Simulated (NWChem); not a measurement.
**Correlation energy of S (+1)**

```xyz
1

S      0.0000     0.0000     0.0000
```
Charge +1, spin multiplicity 4.

Everything below was run with NWChem.

Basis set: def2-TZVP. Each correlation energy counts from its own Hartree-Fock reference.

```tsv
method	correlation energy (mHa)
UMP2	-87.6
SCS-UMP2	-84.6
CCSD on UHF	-107.8
CCSD[T] on UHF	-111.2
CCSD(T) on UHF	-111.2
CCSD on ROHF	-108.0
CCSD[T] on ROHF	-112.0
CCSD(T) on ROHF	-112.0
CCSDT on ROHF	-112.3
```

The values span 27.7 mHa, from CCSDT on ROHF (lowest) to SCS-UMP2 (highest). 

The correlated methods keep 5 core orbitals frozen. No SCF solution was tested for a lower state. Open-shell Hartree-Fock references start from PBE0 orbitals. No row is a measurement; the coupled-cluster row has its own basis-set and correlation limits.
